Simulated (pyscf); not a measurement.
SiH₄ + H₂Si=N–SiH₃ → H₃Si–N(SiH₃)–SiH₃, an addition across a multiple bond or ene-type step (singlet surface; H–Si broken, N–Si, H–Si formed). Structures and frequencies: ωB97X-D3(BJ)/def2-SVP in PySCF. Energies in eV from the separated reactants.

Small-basis levels: PySCF, no dispersion term, spherical d functions. AM1 to PM7: differences of heats of formation from MOPAC, which are fitted to 298 K values and so differ in kind from electronic energies by zero-point and thermal terms. Cost: rough CPU time at the saddle relative to B3LYP/6-31G*, from one job on a shared machine.

| level | barrier | reaction energy | cost |
|---|---|---|---|
| HF/STO-3G | 2.07 | -4.17 | 0.03 |
| HF/6-31G* | 0.59 | -2.60 | 0.08 |
| PBE/6-31G* | 0.27 | -2.28 | 2 |
| B3LYP/3-21G | 0.92 | -2.52 | 0.7 |
| B3LYP/LANL2DZ | 1.06 | -2.26 | 0.6 |
| B3LYP/6-31G* | 0.49 | -2.26 | 1 |
| B3LYP/6-311+G** | 0.43 | -2.25 | 2 |
| B3LYP/def2-SVP | 0.42 | -2.31 | 1 |
| AM1 | 1.04 | -1.83 | under 0.02 |
| ωB97M-D3(BJ)/def2-TZVP | 0.05 | -2.61 | – |

Against the last row the barrier runs from +0.22 (PBE/6-31G*) to +2.02 eV (HF/STO-3G). ωB97M-D3(BJ)/def2-TZVP has limits of its own. On the reactant side the descent ends in a complex, 0.22 eV under the separated species and 0.11 eV under the saddle at ωB97X-D3(BJ)/def2-TZVP. At the saddle there is also a short Si–Si contact that neither side keeps. At ωB97X-D3(BJ)/def2-TZVP the barrier from the zero used here is -0.11 eV. H₂Si=N–SiH₃ lies 0.44 eV over its isomer :HSi–NH–SiH₃ [singlet] (electronic energy, ωB97M-D3(BJ)/def2-TZVP). One saddle was located; it need not be the lowest between these sides.
